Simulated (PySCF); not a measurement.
All values below come from PBE0-D3(BJ)/def2-TZVP (PySCF). All species are isolated molecules in the gas phase. 

Reference species (SMILES): `C[SiH]` (excited triplet) (neutral, multiplicity 3).

```yaml
dipole_moment: 1.06 D
```

Changed species: `[SiH2]` (excited triplet) (X = H, multiplicity 3; the reference has X = methyl, multiplicity 3).

Q: What does the change do to the dipole moment?

A: the dipole moment decreases by 1.02 D, to 0.04 D.
